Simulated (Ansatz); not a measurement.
Li3H3 (the lowest singlet isomer of a short search) was relaxed with r2SCAN-D4 (def2-TZVP) in Ansatz in these states: neutral quintet, neutral singlet, neutral triplet. The geometries follow in no particular order.

A:

```xyz
6

Li   -0.7733    0.3033   -0.0940
Li    2.0962    0.6110    0.7197
Li    1.2275   -1.9225   -0.2741
H    -2.6593    0.6659   -0.4763
H    -2.4287    1.3430   -0.2114
H     2.5376   -1.0007    0.3360
```

B:

| atom | x (Å) | y (Å) | z (Å) |
| --- | --- | --- | --- |
| Li1 | 1.380 | -0.240 | -1.048 |
| Li2 | -1.115 | 1.116 | -3.229 |
| Li3 | 2.526 | -1.420 | 2.138 |
| H4 | -0.307 | 0.901 | 1.113 |
| H5 | -0.695 | 1.177 | 0.535 |
| H6 | -1.790 | -1.534 | 0.490 |

C:

```xyz
6

Li   -0.501   -0.746   -1.350
Li   -0.898    1.181    0.655
Li    1.398   -0.434    0.694
H     0.994   -1.304   -0.726
H    -1.544    0.484   -0.770
H     0.551    0.820    1.496
```

Task: Judge from the bond lengths which geometry belongs to which state (an estimate).

Result: A is the neutral triplet (Li2–Li3 2.857 Å, Li2–H5 4.677 Å, Li3–H4 4.674 Å); B is the neutral quintet (Li2–Li3 6.963 Å, Li2–H5 3.787 Å, Li3–H4 3.804 Å); C is the neutral singlet (Li2–Li3 2.807 Å, Li2–H5 1.713 Å, Li3–H4 1.713 Å).

At PBE0-D4/def2-TZVP a singlet lies 2.37 eV below the neutral triplet. At PBE0-D4/def2-TZVP a singlet lies 5.87 eV below the neutral quintet. In the triplet, H4 and H5 lie 0.76 Å apart (atoms count from 1), so H2 has formed as a molecule. In the quintet, H4 and H5 lie 0.75 Å apart (atoms count from 1), so H2 has formed as a molecule. These are the stationary points nearest to one start from a short search; other shapes may lie lower in each state. The neutral quintet has come apart into loosely held pieces.
